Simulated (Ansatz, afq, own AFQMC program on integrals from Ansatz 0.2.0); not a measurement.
Integrals from Ansatz 0.2.0, then the random walk in our own AFQMC program (afq).

```yaml
crystal:
  periodic: [false, false, false]
  atoms:
    - {symbol: B, position_ang: [0.000000, -0.080006, 0.000000]}
    - {symbol: H, position_ang: [0.000000, 0.429067, -1.077008]}
    - {symbol: H, position_ang: [0.000000, 0.429067, 1.077008]}
basis:
  gaussian: {orbitals: cc-pVTZ}
magnetization: {spin_polarized: true, initial_magnetization: 1}
correlation: {method: ccsd_t, electrons: outside_noble_gas, hamiltonian_folder: ham}
```

```sh
$ ansatz run in.yaml --threads 1 --pin off --events-out ev --progress --plain --max-ram 15360MiB --backend cuda --devices 0, --max-vram 18GiB
```

afq runs on the folder ham with

```
--method phaseless --trial hf --walkers 3600 --populations 20 --least-time 40 --time-step 0.005 --steps-per-block 20 --equilibration-blocks 112 --max-blocks 4000 --target-error 0.0007 --factor-cut 1e-05 --start spin_pure --seed 1438 --taylor-order 6
```

Times are imaginary, in 1/Eh. The walk had a cap of 96 s. With eight or more populations the least sampling time is a fifth of least-time, and the error comes from their spread.

Output of the walk:

```
orbitals 57  electrons 3 2  factors 325 of 325
reference energy -25.76025861 Eh
CCSD correlation -0.10082825 Eh in 9 cycles, weight of the determinant in the CISD state 0.9503
energy of the start -25.760310 Eh
 block  time / (1/Eh)  mean weight  energy / Eh
     1     0.100  1.0000  -25.784254
     2     0.200  1.0007  -25.801043
     3     0.300  1.0011  -25.812476
     4     0.400  1.0007  -25.821745
     5     0.500  1.0003  -25.827887
    10     1.000  1.0002  -25.847532
    25     2.500  1.0000  -25.859012
    29     2.900  1.0000  -25.859983
    49     4.900  1.0000  -25.864086
    69     6.900  0.9999  -25.865410
    89     8.900  1.0001  -25.864150
   109    10.900  1.0003  -25.863068
   129    12.900  1.0001  -25.860647
   149    14.900  1.0000  -25.864036
   169    16.900  1.0001  -25.863609
   173    17.300  1.0000  -25.866205
   189    18.900  1.0001  -25.862801
error from the spread of 20 populations
energy -25.863046 +/- 0.000360 Eh
(rows thinned)
```

The run passed its tests (sampling time, drift between the halves within three errors, error under three times the target), which doesn't prove that it has relaxed.

Against this walk (error 9.8 meV) on the same determinant: CCSD(T) 0.1 meV higher (within the noise), CCSDT(Q) 12.7 meV lower (within the noise), full CI (a separate run on its own orbitals, whose frozen core shifts it by up to a few meV) 12.4 meV lower (within the noise), a separate phaseless walk with a CISD trial and standard settings 9.1 ± 9.8 meV lower (within the noise). The error is statistical and leaves out the bias of the constraint.

Cautions: constraint bias not in the error; full CI with its own frozen core.

The walk took 21 s on 2 threads of a server CPU with a shared H100 80 GB, shared host (the card was shared). The log's last line is the phaseless energy.

CCSDT and higher add their correlation energy to the determinant of the CCSD(T) run, since their own runs factorise the integrals more tightly (a shift of under 2 meV). A walk keeps the symmetry of its determinant, which the program's search chose and which needn't be the lowest solution, so a lower state of the same spin and another symmetry isn't excluded.
